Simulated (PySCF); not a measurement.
Spin states of Cl₂⁺

Unrestricted PBE0; PySCF, no relativity, basis sets Cl 6-31G(d,p). Outer shells of the fragments: Cl+ 3s2 3p4; Cl 3s2 3p5.

Followed along the bond (rough minima from three points):

```json
{"2Ms+1": "2", "unpaired": "π ↑", "⟨S²⟩ at the start": "0.75", "R at minimum (Å)": "1.92", "Te (eV)": "0.00"}
{"2Ms+1": "4", "unpaired": "σ ↑, π ↑↑", "⟨S²⟩ at the start": "3.76", "R at minimum (Å)": "none in the scan", "Te (eV)": "≤ 1.94"}
```

Solutions found at the starting distance of 2.040 Å, counted from the lowest of them; the search is not exhaustive and high or unbound solutions are not listed, so other states can lie among these:

| 2Ms+1 | unpaired | term | E (eV) | ⟨S²⟩ | ⟨Lz²⟩ |
| --- | --- | --- | --- | --- | --- |
| 2 | π ↑ | ²Π | 0.00 | 0.75 | 1.00 |
| 4 | σ ↑, π ↑↑ | ⁴Σ⁻ | 2.12 | 3.76 | 0.00 |
| 2 | σ ↑, π ↑↓ | mixed | 2.70 | 1.76 | 2.01 |
| 2 | σ ↓, π ↑↑ | mixed | 2.73 | 1.76 | 0.00 |
| 2 | σ ↑ | mixed | 3.65 | 0.75 | 2.00 |
| 4 | σ ↑, π ↑↑ | mixed | 3.90 | 3.75 | 2.01 |
| 4 | σ ↑↑, π ↑ | ⁴Π | 5.80 | 3.76 | 1.00 |

A term symbol is given only where ⟨S²⟩ and ⟨Lz²⟩ are close to those of a pure state; real π, δ and φ orbitals otherwise mix terms, and g/u labels are left off.

Counting both spins, an empty level lies below a filled one in some of these solutions, because spin and occupation are held.
